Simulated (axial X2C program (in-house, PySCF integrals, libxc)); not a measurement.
Nuclear properties of POH

Calculated with an in-house all-electron X2C program for linear molecules (integrals from PySCF): two-component X2C with atomic mean-field Coulomb and Gaunt terms, Gaussian nuclei, basis P dyall-v3z, O dyall-av3z, H dyall-v3z with contracted cores.

P–O–H held linear, with bonds 1.600 and 0.948 Å (near the PBE0 minimum at charge 0 of the determinant lowest at the starting distance; the state shown can have its own minimum elsewhere, held linear; other orders of the atoms were not compared).

Determinant lowest in the PBE0 search, Ω = 1 (⟨Sz⟩ = 1.00, ⟨Lz⟩ = 0.00 at PBE0), spin on the atoms P 0.97, O 0.03, H 0.00:

| level | Eeff magnitude (GV/cm) | Ws magnitude P (kHz) | A∥/gI P (MHz) | qzz P (a.u.) | A∥/gI O (MHz) | qzz O (a.u.) | A∥/gI H (MHz) | qzz H (a.u.) | μ (D) |
| --- | --- | --- | --- | --- | --- | --- | --- | --- | --- |
| PBE0 | 0.037 | 0.0145 | -162 | 1.19 | -6.89 | 1.84 | 0.943 | 0.52 | 1.88 |
| HF | 0.0829 | 0.0325 | -81.9 | 1.13 | 41.5 | 1.89 | 0.486 | 0.52 | 1.68 |
| TPSSh | 0.0381 | 0.0148 | -118 | 1.26 | -8.44 | 1.84 | 1.2 | 0.52 | 1.94 |

Determinant 0.91 eV from it at PBE0 and this distance, Ω = 0 (closed shell), highest spinor 73% P p, 11% O p, 7% O d:

```tsv
level	qzz P (a.u.)	qzz O (a.u.)	qzz H (a.u.)	μ (D)
PBE0	1.21	1.77	0.52	2.06
HF	1.09	1.83	0.52	1.84
TPSSh	1.29	1.76	0.52	2.14
```

Eeff is the effective electric field on the electron electric dipole moment in this Ω state and Ws the scalar–pseudoscalar constant of the nucleus named (defined with the proton number Z and per Ω); A∥ (defined per Ω) follows by multiplying with gI = μI/(I μN); qzz is the electric field gradient, eQq0 = 234.96 MHz × Q/barn × qzz; μ is positive if the H end (last atom) is positive. The operators were transformed with the bare-nucleus X2C matrices; with these basis sets, hyperfine constants and field gradients can be off by tens of per cent, and where levels differ in sign neither size nor sign is settled.

With gI(31P) = 2.2632, Q(17O) = -0.02558 barn (g factors from the IAEA table of nuclear moments by Stone; Q from Pyykkö, Mol. Phys. 2018), turn the PBE0 values of the first state into constants in MHz.

A∥(31P) = -162 × 2.2632 = -367 MHz; eQq0(17O) = 234.96 × (-0.02558) × (1.84) = -11.1 MHz.

The molecule was held linear; bending was not examined, so a bent shape may lie lower.

Each state is one determinant with collinear spin, which with several unpaired electrons need not be a pure state. Unrestricted Hartree–Fock can overshoot spin polarisation at the nuclei. A closed determinant beside an open π² or δ² triplet, such as (π1/2)², mixes with its partner pair into the 0⁺ component of the triplet and ¹Σ⁺, so its energy is not that of a level, and 0⁺ can lie lowest. With several open shells hyperfine constants can be off by a factor of several. Where Eeff spreads by more than a factor of two the levels disagree and none is to be relied on. Open-shell Ω = 0 determinants with evenly filled partner blocks cannot be reached by this program, so the Ω shown need not be the lowest component. The search compared states at one distance, so a state with another bond length can lie lower. Where a field gradient or hyperfine factor spreads by more than a factor of two over the levels, a constant derived from it is not to be relied on. PBE0 term energies can be off by some tenths of an eV.
